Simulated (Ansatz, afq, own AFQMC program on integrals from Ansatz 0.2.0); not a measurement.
AlGeH2, quartet: AFQMC among the cluster methods

```xyz
4

Ge    0.0000   -0.0264    0.7295
Al    0.0000    0.0914   -1.8589
H     0.0000    1.2289   -0.4396
H     0.0000   -1.7728   -2.3700
```

Connectivity, by distances: Ge–Al ··· H, 1 bridging H.

Basis cc-pVDZ. Noble-gas cores (and the filled d shells of Ga–Kr and In–Xe) are frozen. Ansatz 0.2.0 and our own AFQMC program on the same integrals; the CISD trial comes from CCSD amplitudes, and released means the phaseless constraint is let go. Error bars are statistical, one sigma. No spin–orbit coupling.

Determinant: UHF, the one that the program's search chose, which needn't be the lowest solution. The geometry is a point of a scan.

No full CI on the walks' own integrals is used here; CCSDT(Q) serves as the reference and is uncertain by about the last step of the cluster series.

Cautions: no relativity below Rb; no spin-orbit coupling; inner d shell frozen; lower spins were not checked; unrestricted determinant slightly spin contaminated (⟨S²⟩ 3.81 against 3.75).

The T1 diagnostic is 0.0327. The weight of the determinant in the CISD state is 0.862 and the ⟨S²⟩ of the determinant is 3.814. The size of the correlated space is 9 electrons in 36 orbitals.

Reference: CCSDT(Q), correlation energy -4.312 eV. The released energy is read at 2.40 1/Eh (meV from the phaseless value at times in 1/Eh: -6 ± 8 at 0.24, -13 ± 8 at 0.51, -28 ± 9 at 0.99, -39 ± 10 at 1.62, -38 ± 12 at 2.40).

| level | E − E(reference) (meV) | share of correlation (%) |
| --- | --- | --- |
| HF | 4311.8 | 0.00 |
| MP2 | 1176.0 | 72.73 |
| CCSD | 199.5 | 95.37 |
| CCSD(T) | 52.3 | 98.79 |
| CCSDT | 8.8 | 99.80 |
| ph-AFQMC/HF | -33.2 ± 35.7 | 100.77 |
| ph-AFQMC/CISD | 41.6 ± 9.3 | 99.04 |
| released AFQMC | 4.1 ± 12.3 | 99.91 |

A walk keeps the symmetry of its determinant, which the program's search chose and which needn't be the lowest solution, so a lower state of the same spin and another symmetry isn't excluded. Released energies are given only where the last usable release times agree within the noise; a slower fall can still hide under it.
